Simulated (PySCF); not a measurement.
# Changing the system itself: Mg2

How does Mg2 answer to another spin, charge, distance or environment?

Program: PySCF 2.14.0. Level of theory: method and basis as typed in the scripts. These are calculated values, not measurements.

1 further run of the same task is left out (it didn't finish).

## (1) The starting structure

Mg2: 2 atoms, charge 0, spin multiplicity 1.

No contacts short enough for the rule that draws bonds.

## (2) The base run

Input file input.py:

```python
from pyscf import gto, scf, cc

mol = gto.M(
    atom='Mg 0 0 0; Mg 0 0 3.116',
    basis='ano-rcc-vdzp',
    charge=0,
    spin=0,
    verbose=4,
)
mf = scf.RHF(mol)
mf = mf.sfx2c1e()
mf.kernel()
mycc = cc.CCSD(mf)
mycc.kernel()
e = mycc.eeccsd(nroots=3)[0]
print('roots (eV) =', (e*27.211386).round(3))
mf.dip_moment()
print('orbital energies (hartree):', mf.mo_energy[..., max(0, mol.nelec[1]-3):mol.nelec[0]+3].round(4))
```

Command:

```
$ OMP_NUM_THREADS=1 python input.py
```

Its log is not repeated here.

In short: E(SCF) = -399.824330 Eh, 7 cycles, E(CCSD) − E(SCF) = -0.42533 Eh, μ = 0.00 D, excitation roots 1.807, 1.807, 1.815, 1.815 eV.

The bond length is a typed value, not an optimised one.

## (3) Bond 6.232 Å

Run 1 changes bond length: 3.116 Å → 6.232 Å.

Input file input.py:

```python
from pyscf import gto, scf, cc

mol = gto.M(
    atom='Mg 0 0 0; Mg 0 0 6.232',
    basis='ano-rcc-vdzp',
    charge=0,
    spin=0,
    verbose=4,
)
mf = scf.RHF(mol)
mf = mf.sfx2c1e()
mf.kernel()
mycc = cc.CCSD(mf)
mycc.kernel()
e = mycc.eeccsd(nroots=3)[0]
print('roots (eV) =', (e*27.211386).round(3))
mf.dip_moment()
print('orbital energies (hartree):', mf.mo_energy[..., max(0, mol.nelec[1]-3):mol.nelec[0]+3].round(4))
```

Command:

```
$ OMP_NUM_THREADS=1 python input.py
```

## (4) Charge -1 (doublet, UHF)

Run 2 changes charge: 0 → -1; spin (2S): 0 → 1; SCF type: RHF → UHF.

Input file input.py:

```python
from pyscf import gto, scf, cc

mol = gto.M(
    atom='Mg 0 0 0; Mg 0 0 3.116',
    basis='ano-rcc-vdzp',
    charge=-1,
    spin=1,
    verbose=4,
)
mf = scf.UHF(mol)
mf = mf.sfx2c1e()
mf.kernel()
mycc = cc.CCSD(mf)
mycc.kernel()
e = mycc.eeccsd(nroots=3)[0]
print('roots (eV) =', (e*27.211386).round(3))
mf.dip_moment()
print('orbital energies (hartree):', [e[max(0, n-3):n+3].round(4) for e, n in zip(mf.mo_energy, mol.nelec)])
```

## (5) Bond 3.209 Å

Run 3 changes bond length: 3.116 Å → 3.209 Å.

Edit input.py of step 2 so:

```diff
@@ -3,3 +3,3 @@
 mol = gto.M(
-    atom='Mg 0 0 0; Mg 0 0 3.116',
+    atom='Mg 0 0 0; Mg 0 0 3.209',
     basis='ano-rcc-vdzp',
```

## (6) Bond 3.895 Å

Run 4 changes bond length: 3.116 Å → 3.895 Å.

Edit input.py of step 2 so:

```diff
@@ -3,3 +3,3 @@
 mol = gto.M(
-    atom='Mg 0 0 0; Mg 0 0 3.116',
+    atom='Mg 0 0 0; Mg 0 0 3.895',
     basis='ano-rcc-vdzp',
```

## (7) Electric field 0.2 a.u.

Run 5 changes electric field: none → 0.2 a.u.

Edit input.py of step 2 so:

```diff
@@ -11,2 +11,7 @@
 mf = mf.sfx2c1e()
+field = 0.2  # electric field along z, atomic units
+h = mf.get_hcore() + field*mol.intor('int1e_r')[2]
+mf.get_hcore = lambda *args: h
+e_nuc = mol.energy_nuc() - field*mol.atom_charges() @ mol.atom_coords()[:, 2]
+mf.energy_nuc = lambda *args: e_nuc
 mf.kernel()
```

Q: Predict the outcome of this session. Wanted: for each run, E(SCF); from base; gap, α spin; after the SCF.

As calculated:

```csv
run,E(SCF) (hartree),from base (eV),cycles,"gap, α spin (eV)",after the SCF
base,-399.824330,0,7,6.67,"CCSD correlation -11.574 eV, first root 1.81 eV"
bond 6.232 Å,-399.839892,-0.4235,5,8.34,"CCSD correlation -11.410 eV, first root 2.69 eV"
"charge -1 (doublet, UHF)",-399.794906,+0.8007,10,4.73,"CCSD correlation -11.548 eV, first root 0.00 eV"
bond 3.209 Å,-399.827049,-0.0740,7,6.79,"CCSD correlation -11.562 eV, first root 1.87 eV"
bond 3.895 Å,-399.836665,-0.3356,7,7.34,"CCSD correlation -11.509 eV, first root 2.31 eV"
electric field 0.2 a.u. (poor choice),-402.241192,not comparable,7,4.94,"CCSD correlation -10.165 eV, first root -0.98 eV"
```

In words: The largest comparable shift of the SCF energy, -0.423 eV, comes with the run “bond 6.232 Å”. At the SCF level, adding an electron (to the doublet) costs 0.80 eV at fixed geometry; correlation, diffuse functions and relaxation can still bind it. With bond 6.232 Å the frontier gap moves by over 1.5 eV, which can mean another electronic state rather than the bond length alone. Rows marked «poor choice» come from settings spoiled on purpose.
